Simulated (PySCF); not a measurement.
AlF₃, optimised at PBE0/def2-TZVP:

```xyz
4

Al     0.3386    -0.1342    -0.2239
F     -0.1180     0.7127    -1.5386
F     -0.1395    -1.6813    -0.0451
F      1.2735     0.5659     0.9118
```

Computed with PySCF (xtb for GFN2) and rigid-rotor harmonic-oscillator thermochemistry at 1 bar. 6-31G* has spherical d functions here. All species are closed-shell singlets. B3LYP is the form with VWN-RPA correlation.

List the harmonic frequencies (cm⁻¹, unscaled) at this level and at the other levels, each on its own geometry.


- PBE0/def2-TZVP: 245, 246, 296, 697, 962, 962
- B3LYP/6-31G*: 253, 254, 295, 700, 980, 980
- GFN2-xTB: 196, 196, 298, 634, 894, 894
- HF/6-31G*: 269, 269, 316, 741, 1028, 1028
- PBE/def2-SVP: 237, 237, 284, 677, 960, 960
